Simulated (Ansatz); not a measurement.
# C₃H₄O₂: how energies converge with the basis set

The task here is to estimate one member of a computed series from the others.

Computed with Ansatz 0.2.0, Gaussian basis. Level: one geometry, several basis sets.

Levels to be run: PBE0-D4/def2-SVP; ωB97M-V/def2-SVP; PBE0-D4/def2-QZVPP; ωB97M-V/def2-QZVPP; the functionals' def2-TZVPP values are taken from earlier runs.

**The relaxed structure**

An earlier PBE0-D4 in a triple-zeta def2 set relaxation fixed the geometry.

SMILES `OC#CCO`, 9 atoms, charge 0, spin multiplicity 1.

Atoms are counted from 1 here; the program's logs count them from 0.

Bond lengths: O1–C2 1.303 Å, O1–H6 0.965 Å, C2–C3 1.201 Å, C3–C4 1.456 Å, C4–O5 1.414 Å, C4–H7 1.093 Å, C4–H8 1.099 Å, O5–H9 0.961 Å. Angles: C2–O1–H6 110.1°, O1–C2–C3 176.7°, C2–C3–C4 178.3°, C3–C4–O5 114.0°, C3–C4–H7 110.0°, C3–C4–H8 108.7°, O5–C4–H7 105.9°, O5–C4–H8 110.9°, H7–C4–H8 106.9°, C4–O5–H9 107.6°.

As a file:

```mol
C3H4O2
  3D, bonds by distance, orders not assigned

  9  8  0  0  0  0  0  0  0  0999 V2000
    1.3807    2.2174   -0.8501 O   0  0
    0.8337    1.1253   -0.3975 C   0  0
    0.3403    0.0898   -0.0430 C   0  0
   -0.2916   -1.1590    0.3597 C   0  0
   -1.7035   -1.0992    0.4113 O   0  0
    1.4597    2.8676   -0.1421 H   0  0
    0.0335   -1.4358    1.3657 H   0  0
    0.0434   -1.9583   -0.3160 H   0  0
   -2.0077   -0.6939   -0.4052 H   0  0
  1  2  8  0
  2  3  8  0
  3  4  8  0
  4  5  8  0
  1  6  8  0
  4  7  8  0
  4  8  8  0
  5  9  8  0
M  END
```

The first run:

Input file in.yaml:

```yaml
crystal:
  periodic: [false, false, false]
  atoms:
    - {symbol: O, position_ang: [1.380706, 2.217400, -0.850125]}
    - {symbol: C, position_ang: [0.833657, 1.125342, -0.397536]}
    - {symbol: C, position_ang: [0.340268, 0.089769, -0.043000]}
    - {symbol: C, position_ang: [-0.291618, -1.158952, 0.359652]}
    - {symbol: O, position_ang: [-1.703537, -1.099241, 0.411266]}
    - {symbol: H, position_ang: [1.459697, 2.867586, -0.142063]}
    - {symbol: H, position_ang: [0.033535, -1.435778, 1.365715]}
    - {symbol: H, position_ang: [0.043449, -1.958349, -0.316050]}
    - {symbol: H, position_ang: [-2.007655, -0.693877, -0.405159]}
basis:
  gaussian: {orbitals: def2-SVP}
hamiltonian: {xc: pbe0, dispersion: d4}
output: {orbitals: {seedname: orbitals}}
```

Steps of the session up to this table: PBE0-D4 in def2-SVP; ωB97M-V in def2-SVP; PBE0-D4 in def2-QZVPP; ωB97M-V in def2-QZVPP.

One of the session's tables, all rows but one given; the rest of the session is left out.

```
functional       basis  HOMO (eV)  LUMO (eV)
   PBE0-D4    def2-SVP      -7.08       1.02
   PBE0-D4  def2-TZVPP      -7.21       0.37
   PBE0-D4  def2-QZVPP      -7.25      -0.06
   ωB97M-V    def2-SVP      -9.32       2.71
   ωB97M-V  def2-TZVPP          ?          ?
   ωB97M-V  def2-QZVPP      -9.51       1.13
```

Estimate the missing values for ωB97M-V, def2-TZVPP.

**Answer.** HOMO (eV): -9.47; LUMO (eV): 1.84. In the column «HOMO (eV)» it lies between ωB97M-V, def2-QZVPP (-9.51) and ωB97M-V, def2-SVP (-9.32).
